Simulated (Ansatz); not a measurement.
For chalcopyrite CdSnAs₂, BLYP in Ansatz (PAW) gives:

| Item | Result |
|---|---|
| lattice constant a | 6.342 Å |
| lattice parameter c | 12.476 Å |
| bulk modulus B0 | 38.8 GPa |

### Question
What does r²SCAN-D4 (Ansatz, a quantum-chemistry and plane-wave program, PAW) give for the same quantities?

### Answer

- lattice constant a: 6.119 Å (falls by 3.5 %)
- lattice parameter c: 11.983 Å (falls by 4.0 %)
- bulk modulus: 56.9 GPa (rises by 47 %)

Changes are worked out from the printed values.

Unless a cell is named, each level is at its own relaxed cell (BLYP 31.36, r²SCAN-D4 28.04 Å³/atom).

Caveats: the relaxation could not lower the start's symmetry, so the cell can be a saddle point above a distorted one (BLYP, r²SCAN-D4). Ansatz's density-functional and Hartree–Fock values are scalar-relativistic unless marked +SOC, with PAW data made under PBE.
